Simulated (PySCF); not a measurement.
**H2S: one-bond stretch**

These are results of PBE0/[S def2-TZVP, H def2-TZVP], no relativity, density fitting, PySCF, not measurements.

Rigid scan from the singlet minimum (S–H 1.341 Å (×2); H–S–H 92.3°). Coordinate: the bond from S to the last atom (H) scaled, the rest fixed. Energies in kJ/mol from the minimum.

```tsv
scale of one bond	E (kJ/mol)	dipole size (D)
0.92	18.0	1.16
0.96	4.1	1.16
1.00	0.0	1.16
1.05	5.2	1.16
1.12	25.8	1.16
1.20	60.8	1.15
1.35	140.6	1.13
1.55	247.9	–
1.80	361.2	–
2.20	486.0	–
```

At long bonds a restricted determinant can lie too high, and another spin state can fall below this curve.

The scan took 3.5 s on 2 threads of a shared Arm Neoverse V1 host; the process peaked at 0.54 GiB. Launch command: `OMP_NUM_THREADS=2 python axn.py task.json out`.
